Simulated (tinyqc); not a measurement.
ROHF in the sto-3g basis, for CH2, spin multiplicity 3, step by step. One step of it, computed by the program tinyqc.

Task: Iteration 1: building the Fock matrix. J_ij = sum D_kl (ij|kl) with D = D(alpha) + D(beta), K_ij = sum D_kl (ik|jl) for each spin; F = H + J - K(s); E = tr D H + tr D J / 2 - 0.5 sum_s tr D(s) K(s) + E_nn.

D(alpha) at the start, order 1C 1s, 1C 2s, 1C 2px, 1C 2py, 1C 2pz, 2H 1s, 3H 1s:
$$\begin{pmatrix}
0.393970 & -0.045435 & 0.215833 & -0.199633 & -0.200719 & -0.253794 & -0.046761 \\
-0.045435 & 0.989369 & -0.427185 & -0.095599 & 0.077233 & -0.276847 & -0.766195 \\
0.215833 & -0.427185 & 0.661022 & -0.081682 & -0.091514 & 0.230178 & -0.159071 \\
-0.199633 & -0.095599 & -0.081682 & 1.258437 & -0.128996 & -0.576363 & 0.397003 \\
-0.200719 & 0.077233 & -0.091514 & -0.128996 & 0.951607 & -0.249583 & -0.372012 \\
-0.253794 & -0.276847 & 0.230178 & -0.576363 & -0.249583 & 1.232284 & -0.013003 \\
-0.046761 & -0.766195 & -0.159071 & 0.397003 & -0.372012 & -0.013003 & 1.282070
\end{pmatrix}$$

D(beta) at the start, order 1C 1s, 1C 2s, 1C 2px, 1C 2py, 1C 2pz, 2H 1s, 3H 1s:
$$\begin{pmatrix}
0.311730 & -0.247983 & 0.180988 & -0.123955 & -0.123538 & -0.224012 & 0.203007 \\
-0.247983 & 0.297199 & -0.311913 & 0.309430 & -0.022619 & -0.025638 & -0.018074 \\
0.180988 & -0.311913 & 0.437080 & -0.277053 & 0.242789 & 0.057784 & -0.191563 \\
-0.123955 & 0.309430 & -0.277053 & 0.941511 & 0.127907 & -0.804929 & 0.016775 \\
-0.123538 & -0.022619 & 0.242789 & 0.127907 & 0.444312 & -0.010776 & -0.406985 \\
-0.224012 & -0.025638 & 0.057784 & -0.804929 & -0.010776 & 1.057861 & -0.225791 \\
0.203007 & -0.018074 & -0.191563 & 0.016775 & -0.406985 & -0.225791 & 0.432048
\end{pmatrix}$$

core Hamiltonian H = T + V (hartree), order 1C 1s, 1C 2s, 1C 2px, 1C 2py, 1C 2pz, 2H 1s, 3H 1s:
$$\begin{pmatrix}
-18.590333 & -4.483940 & 0.000000 & 0.000000 & -0.010066 & -0.736493 & -0.736493 \\
-4.483940 & -5.536504 & 0.000000 & 0.000000 & -0.110225 & -1.833508 & -1.833508 \\
0.000000 & 0.000000 & -4.427931 & 0.000000 & 0.000000 & 0.000000 & 0.000000 \\
0.000000 & 0.000000 & 0.000000 & -4.580307 & 0.000000 & -1.474919 & 1.474919 \\
-0.010066 & -0.110225 & 0.000000 & 0.000000 & -4.458354 & -0.677471 & -0.677471 \\
-0.736493 & -1.833508 & 0.000000 & -1.474919 & -0.677471 & -3.154191 & -0.317230 \\
-0.736493 & -1.833508 & 0.000000 & 1.474919 & -0.677471 & -0.317230 & -3.154191
\end{pmatrix}$$

Two-electron integrals (ij|kl) in chemists' order, unique and non-zero (hartree):
```
(11|11) 3.541948    (21|11) 0.576921    (21|21) 0.111888    (22|11) 0.854682
(22|21) 0.205284    (22|22) 0.624709    (31|31) 0.020296    (32|31) 0.030858
(32|32) 0.137996    (33|11) 0.852436    (33|21) 0.205335    (33|22) 0.624568
(33|33) 0.672833    (41|41) 0.020296    (42|41) 0.030858    (42|42) 0.137996
(43|43) 0.036269    (44|11) 0.852436    (44|21) 0.205335    (44|22) 0.624568
(44|33) 0.600295    (44|44) 0.672833    (51|51) 0.020296    (52|51) 0.030858
(52|52) 0.137996    (53|53) 0.036269    (54|54) 0.036269    (55|11) 0.852436
(55|21) 0.205335    (55|22) 0.624568    (55|33) 0.600295    (55|44) 0.600295
(55|55) 0.672833    (61|11) 0.094143    (61|21) 0.018161    (61|22) 0.033307
(61|33) 0.033196    (61|41) 0.000989    (61|42) 0.001860    (61|44) 0.033484
(61|51) 0.000442    (61|52) 0.000831    (61|54) 0.000129    (61|55) 0.033253
(61|61) 0.003011    (62|11) 0.246222    (62|21) 0.060030    (62|22) 0.203624
(62|33) 0.198562    (62|41) 0.005197    (62|42) 0.037262    (62|44) 0.211055
(62|51) 0.002322    (62|52) 0.016650    (62|54) 0.005582    (62|55) 0.201057
(62|61) 0.010176    (62|62) 0.090331    (63|31) 0.005836    (63|32) 0.031590
(63|43) 0.007099    (63|53) 0.003172    (63|63) 0.010512    (64|11) 0.199065
(64|21) 0.049129    (64|22) 0.176701    (64|33) 0.167902    (64|41) 0.009502
(64|42) 0.061281    (64|44) 0.192105    (64|51) 0.001638    (64|52) 0.013266
(64|54) 0.007643    (64|55) 0.169899    (64|61) 0.008679    (64|62) 0.092966
(64|64) 0.104449    (65|11) 0.088948    (65|21) 0.021952    (65|22) 0.078955
(65|33) 0.075023    (65|41) 0.001638    (65|42) 0.013266    (65|44) 0.079494
(65|51) 0.006568    (65|52) 0.037518    (65|54) 0.009096    (65|55) 0.082259
(65|61) 0.003878    (65|62) 0.041540    (65|64) 0.041974    (65|65) 0.029267
(66|11) 0.409816    (66|21) 0.101579    (66|22) 0.393323    (66|33) 0.373036
(66|41) 0.010396    (66|42) 0.102052    (66|44) 0.423322    (66|51) 0.004645
(66|52) 0.045600    (66|54) 0.022469    (66|55) 0.383076    (66|61) 0.017410
(66|62) 0.227609    (66|64) 0.257844    (66|65) 0.115212    (66|66) 0.774606
(71|11) 0.094143    (71|21) 0.018161    (71|22) 0.033307    (71|33) 0.033196
(71|41) -0.000989   (71|42) -0.001860   (71|44) 0.033484    (71|51) 0.000442
(71|52) 0.000831    (71|54) -0.000129   (71|55) 0.033253    (71|61) 0.002908
(71|62) 0.009485    (71|64) 0.007448    (71|65) 0.003624    (71|66) 0.015973
(71|71) 0.003011    (72|11) 0.246222    (72|21) 0.060030    (72|22) 0.203624
(72|33) 0.198562    (72|41) -0.005197   (72|42) -0.037262   (72|44) 0.211055
(72|51) 0.002322    (72|52) 0.016650    (72|54) -0.005582   (72|55) 0.201057
(72|61) 0.009485    (72|62) 0.060260    (72|64) 0.045656    (72|65) 0.026922
(72|66) 0.114765    (72|71) 0.010176    (72|72) 0.090331    (73|31) 0.005836
(73|32) 0.031590    (73|43) -0.007099   (73|53) 0.003172    (73|63) 0.006411
(73|73) 0.010512    (74|11) -0.199065   (74|21) -0.049129   (74|22) -0.176701
(74|33) -0.167902   (74|41) 0.009502    (74|42) 0.061281    (74|44) -0.192105
(74|51) -0.001638   (74|52) -0.013266   (74|54) 0.007643    (74|55) -0.169899
(74|61) -0.007448   (74|62) -0.045656   (74|64) -0.029329   (74|65) -0.020061
(74|66) -0.083345   (74|71) -0.008679   (74|72) -0.092966   (74|74) 0.104449
(75|11) 0.088948    (75|21) 0.021952    (75|22) 0.078955    (75|33) 0.075023
(75|41) -0.001638   (75|42) -0.013266   (75|44) 0.079494    (75|51) 0.006568
(75|52) 0.037518    (75|54) -0.009096   (75|55) 0.082259    (75|61) 0.003624
(75|62) 0.026922    (75|64) 0.020061    (75|65) 0.018193    (75|66) 0.053960
(75|71) 0.003878    (75|72) 0.041540    (75|74) -0.041974   (75|75) 0.029267
(76|11) 0.039662    (76|21) 0.009683    (76|22) 0.033583    (76|33) 0.032817
(76|44) 0.033976    (76|51) 0.000651    (76|52) 0.004870    (76|55) 0.033922
(76|61) 0.001593    (76|62) 0.012701    (76|64) 0.011469    (76|65) 0.006451
(76|66) 0.028961    (76|71) 0.001593    (76|72) 0.012701    (76|74) -0.011469
(76|75) 0.006451    (76|76) 0.002234    (77|11) 0.409816    (77|21) 0.101579
(77|22) 0.393323    (77|33) 0.373036    (77|41) -0.010396   (77|42) -0.102052
(77|44) 0.423322    (77|51) 0.004645    (77|52) 0.045600    (77|54) -0.022469
(77|55) 0.383076    (77|61) 0.015973    (77|62) 0.114765    (77|64) 0.083345
(77|65) 0.053960    (77|66) 0.226706    (77|71) 0.017410    (77|72) 0.227609
(77|74) -0.257844   (77|75) 0.115212    (77|76) 0.028961    (77|77) 0.774606
```

nuclear repulsion = 5.19920243 hartree

Give: Coulomb J; exchange K(alpha); exchange K(beta); F(alpha); F(beta); total energy of this density.

Result:

Coulomb J (hartree), order 1C 1s, 1C 2s, 1C 2px, 1C 2py, 1C 2pz, 2H 1s, 3H 1s:
$$\begin{pmatrix}
7.3887 & 1.6074 & -0.0302 & -0.0069 & -0.0164 & 0.2608 & 0.2613 \\
1.6074 & 4.5145 & -0.1835 & 0.0266 & 0.0130 & 1.5742 & 1.5324 \\
-0.0302 & -0.1835 & 4.4484 & -0.0170 & 0.0106 & -0.0446 & -0.0397 \\
-0.0069 & 0.0266 & -0.0170 & 4.6056 & 0.0127 & 1.4317 & -1.3697 \\
-0.0164 & 0.0130 & 0.0106 & 0.0127 & 4.4820 & 0.6352 & 0.6079 \\
0.2608 & 1.5742 & -0.0446 & 1.4317 & 0.6352 & 3.5442 & 0.2554 \\
0.2613 & 1.5324 & -0.0397 & -1.3697 & 0.6079 & 0.2554 & 3.3220
\end{pmatrix}$$

exchange K(alpha) (hartree), order 1C 1s, 1C 2s, 1C 2px, 1C 2py, 1C 2pz, 2H 1s, 3H 1s:
$$\begin{pmatrix}
1.4225 & 0.3148 & 0.0902 & -0.2212 & -0.2244 & -0.0960 & 0.0315 \\
0.3148 & 0.7111 & -0.2584 & -0.0778 & -0.1584 & 0.2390 & 0.1826 \\
0.0902 & -0.2584 & 0.6057 & 0.0161 & -0.0527 & -0.0293 & -0.1347 \\
-0.2212 & -0.0778 & 0.0161 & 0.7933 & -0.0656 & 0.2168 & -0.2948 \\
-0.2244 & -0.1584 & -0.0527 & -0.0656 & 0.7225 & 0.0388 & 0.0396 \\
-0.0960 & 0.2390 & -0.0293 & 0.2168 & 0.0388 & 0.6804 & 0.0113 \\
0.0315 & 0.1826 & -0.1347 & -0.2948 & 0.0396 & 0.0113 & 0.6492
\end{pmatrix}$$

exchange K(beta) (hartree), order 1C 1s, 1C 2s, 1C 2px, 1C 2py, 1C 2pz, 2H 1s, 3H 1s:
$$\begin{pmatrix}
0.8839 & 0.0515 & 0.0791 & -0.1487 & -0.1300 & -0.1121 & 0.0712 \\
0.0515 & 0.3822 & -0.2259 & 0.0329 & -0.1165 & 0.2017 & 0.1509 \\
0.0791 & -0.2259 & 0.3718 & -0.1327 & 0.1441 & -0.0796 & -0.0685 \\
-0.1487 & 0.0329 & -0.1327 & 0.5385 & 0.1083 & 0.1439 & -0.1945 \\
-0.1300 & -0.1165 & 0.1441 & 0.1083 & 0.3291 & 0.0976 & -0.1014 \\
-0.1121 & 0.2017 & -0.0796 & 0.1439 & 0.0976 & 0.5675 & 0.0146 \\
0.0712 & 0.1509 & -0.0685 & -0.1945 & -0.1014 & 0.0146 & 0.3070
\end{pmatrix}$$

F(alpha) (hartree), order 1C 1s, 1C 2s, 1C 2px, 1C 2py, 1C 2pz, 2H 1s, 3H 1s:
$$\begin{pmatrix}
-12.6241 & -3.1913 & -0.1205 & 0.2143 & 0.1979 & -0.3797 & -0.5068 \\
-3.1913 & -1.7331 & 0.0750 & 0.1043 & 0.0612 & -0.4983 & -0.4838 \\
-0.1205 & 0.0750 & -0.5852 & -0.0331 & 0.0633 & -0.0153 & 0.0950 \\
0.2143 & 0.1043 & -0.0331 & -0.7680 & 0.0783 & -0.2600 & 0.4000 \\
0.1979 & 0.0612 & 0.0633 & 0.0783 & -0.6989 & -0.0811 & -0.1092 \\
-0.3797 & -0.4983 & -0.0153 & -0.2600 & -0.0811 & -0.2904 & -0.0731 \\
-0.5068 & -0.4838 & 0.0950 & 0.4000 & -0.1092 & -0.0731 & -0.4814
\end{pmatrix}$$

F(beta) (hartree), order 1C 1s, 1C 2s, 1C 2px, 1C 2py, 1C 2pz, 2H 1s, 3H 1s:
$$\begin{pmatrix}
-12.0855 & -2.9281 & -0.1093 & 0.1418 & 0.1035 & -0.3636 & -0.5464 \\
-2.9281 & -1.4042 & 0.0424 & -0.0063 & 0.0193 & -0.4610 & -0.4520 \\
-0.1093 & 0.0424 & -0.3513 & 0.1158 & -0.1335 & 0.0349 & 0.0288 \\
0.1418 & -0.0063 & 0.1158 & -0.5132 & -0.0956 & -0.1871 & 0.2997 \\
0.1035 & 0.0193 & -0.1335 & -0.0956 & -0.3055 & -0.1399 & 0.0318 \\
-0.3636 & -0.4610 & 0.0349 & -0.1871 & -0.1399 & -0.1776 & -0.0764 \\
-0.5464 & -0.4520 & 0.0288 & 0.2997 & 0.0318 & -0.0764 & -0.1392
\end{pmatrix}$$

total energy of this density = -20.593106 hartree
